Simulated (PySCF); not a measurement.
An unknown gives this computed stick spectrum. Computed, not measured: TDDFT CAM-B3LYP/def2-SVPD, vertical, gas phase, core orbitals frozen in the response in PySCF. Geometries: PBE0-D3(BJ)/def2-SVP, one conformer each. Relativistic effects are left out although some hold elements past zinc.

```
state  E (eV)  λ (nm)       f
   S1    6.73   184.2   0.114
   S2    6.80   182.3   0.399
   S3    7.42   167.2   0.012
   S4    7.59   163.3   0.015
   S5    7.72   160.7   0.097
   S6    8.05   154.0  0.0016
   S7    8.15   152.1  0.0059
   S8    8.19   151.4   0.011
   S9    8.55   144.9  0.0031
  S10    8.64   143.4   0.023
```

Question: Which structure fits?
A. `C1C[CH]1[GeH3]` (C3H8Ge)
B. `CNC` (C2H7N)
C. `[H][Ge]([CH3])([CH3])[Br]` (C2H7BrGe)
D. `C=C[CH2][GeH3]` (C3H8Ge)
E. `C[O][GeH2][O]C` (C2H8GeO2)

Answer: D. Its S1 lies at 6.73 eV; the nearest of the others has S1 at 6.48 eV. S1 is HOMO→LUMO (58%), HOMO→LUMO+2 (18%), HOMO→LUMO+1 (18%). Löwdin shares by element: HOMO carbon 76%, germanium 9% (atoms not listed hold the other 15%); LUMO germanium 37%, carbon 26% or more, hydrogen 10% or more (atoms not listed hold the other 27%). At the same level the other candidates give, for their lowest levels:
- `[GeH3][CH]1CC1`: 7.83 eV (f 0.003); 7.95 eV (f 0.029); 8.37 eV (f 0.025); 8.43 eV (f 0.000); 8.48 eV (f 0.039); T1 7.58 eV; HOMO -9.54, LUMO 1.14 eV
- `[H][Ge]([CH3])([CH3])[Br]`: 6.48 eV (f 0.019); 6.49 eV (f 0.021); 7.55 eV (f 0.081); 7.60 eV (f 0.032); 8.04 eV (f 0.005); T1 6.03 eV; HOMO -9.21, LUMO 0.76 eV
- `C[O][GeH2][O]C`: 7.03 eV (f 0.001); 7.23 eV (f 0.007); 7.52 eV (f 0.015); 7.60 eV (f 0.015); 7.68 eV (f 0.078); T1 6.68 eV; HOMO -9.38, LUMO 1.04 eV
- `CNC`: 5.90 eV (f 0.002); 7.04 eV (f 0.045); 7.07 eV (f 0.003); 8.02 eV (f 0.013); 8.13 eV (f 0.102); T1 5.67 eV; HOMO -7.79, LUMO 1.44 eV

Conformer computed: `[CH2:1]=[CH:2][CH2:3][GeH3:4]`: C1–C2–C3–Ge4 -107°.
Triplets come from the Tamm–Dancoff approximation.
